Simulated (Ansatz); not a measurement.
CaB6-type LaB6, treated with PBE-D3(BJ) (plane waves, PAW; Ansatz, an electronic-structure program).

Input:

Ansatz 0.2 input:
```yaml
crystal:
  lattice:
    - [4.1504880836, 0.0, 0.0]
    - [0.0, 4.1504880836, 0.0]
    - [0.0, 0.0, 4.1504880836]
  atoms:
    - { symbol: La, position: [0.0, 0.0, 0.0] }
    - { symbol: B, position: [0.8004980445, 0.5, 0.5] }
    - { symbol: B, position: [0.5, 0.1995019555, 0.5] }
    - { symbol: B, position: [0.5, 0.8004980445, 0.5] }
    - { symbol: B, position: [0.1995019555, 0.5, 0.5] }
    - { symbol: B, position: [0.5, 0.5, 0.8004980445] }
    - { symbol: B, position: [0.5, 0.5, 0.1995019555] }
basis:
  ecutwfc: 520
  ecutrho_ratio: 4
  xc_grid: 2
kpoints:
  mp_grid: { grid: [14, 14, 14] }
hamiltonian:
  xc: pbe
  dispersion: d3bj
  pseudopotentials: { kind: paw }
scf:
  occupations: { method: fermi_dirac, width: 0.05 }
output:
  forces: true
  stress: true
  eigenvalues: true
relax:
  f_tol: 0.004
  escape_saddle: false
  max_steps: 80
```

From the output:

```
WARN output.stress: scf.convergence.dr2_threshold = 1.6e-8 eV (the default of a walk held to its f_tol) is looser than the 7e-10 eV advised for a printed …
Relaxation: its limit of steps is 80 (relax.max_steps)
Crystal: 7 atoms, lattice volume = 71.499 Å³
Basis set: ecut = 520 eV, 1935 PW (Γ), exchange–correlation on 64×64×64 points (8 copies of the dense FFT grid, shifted against one another)
Bands: 22, of which v1, the nominal top of the filled ones, is band 15 counted from 1 (14 counted from 0)
Symmetry: 48 space group operations
Space group: Pm-3m (ITA 221), of the structure as read, at distance tolerance 4.2e-5 Å
k-points: 120 of 2744
Functional: x = pbe(κ = 0.804, μ = 0.2195149727645171), c = pbe(β = 0.06672455060314922)
SCF iter   1: F=—  HF=-7191.334044 eV  |F-HF|=—  |Δ(HF+E_count)|=         —  Δρ=3.85e-3  dr2=1.11e-2
SCF iter   2: F=—  HF=-7191.330922 eV  |F-HF|=—  |Δ(HF+E_count)|=   3.12e-3  Δρ=1.70e-3  dr2=1.97e-3
  ...
SCF 1 converged in 6 iterations: F = -7191.330451 eV  dr2 = 7.37e-9
Crystal: 7 atoms, lattice volume = 71.499 Å³
Initial density: handed on by an earlier stage of this run
SCF 2 converged in 3 iterations: F = -7191.330612 eV  dr2 = 1.19e-8
Crystal: 7 atoms, lattice volume = 71.499 Å³
SCF 3 converged in 3 iterations: F = -7191.330678 eV  dr2 = 2.16e-8
Crystal: 7 atoms, lattice volume = 71.499 Å³
SCF iter   1: F=—  HF=-7191.330661 eV  |F-HF|=—  |Δ(HF+E_count)|=         —  Δρ=6.55e-6  dr2=2.26e-8
SCF iter   2: F=-7191.330678 eV  HF=-7191.330678 eV  |F-HF|=3.91e-10  |Δ(HF+E_count)|=   1.72e-5  Δρ=4.04e-6  dr2=8.25e-9
SCF 4 converged in 2 iterations: F = -7191.330678 eV  dr2 = 8.25e-9
relax step   4: F+E_penalty+E_count = -7191.33067847 eV  Δ(F+E_penalty+E_count) = -2.322e-9 eV  max|allowed force component| = 4.786e-5 eV/Å  Δτ_max = 0.0000 Å  (2 SCF iters, accepted)
SCF converged after 2 iterations
Free energy (F): -7191.330678 eV
Internal energy: -7191.322750 eV  (E = F + TS)
E sigma→0 (E₀):  -7191.326714 eV
Fermi energy:    12.171481 eV
--- Forces (eV/Å), atoms counted from 1 ---
  atom   1  La    -0.00000000     0.00000000    -0.00000000
  atom   2  B      0.00004786    -0.00000000     0.00000000
  atom   3  B     -0.00000000    -0.00004786     0.00000000
  atom   4  B      0.00000000     0.00004786     0.00000000
  atom   5  B     -0.00004786     0.00000000     0.00000000
  atom   6  B      0.00000000    -0.00000000     0.00004786
  atom   7  B      0.00000000     0.00000000    -0.00004786
--- Stress (GPa, compression-positive) ---
       -3.446762       0.000000       0.000000
        0.000000      -3.446762       0.000000
        0.000000       0.000000      -3.446762
  P = ⅓ Tr σ = -3.4468 GPa (-34.468 kbar)
```

The cell is one volume of an energy–volume scan, off the minimum.

Cost on a shared machine: roughly 50 core-seconds.
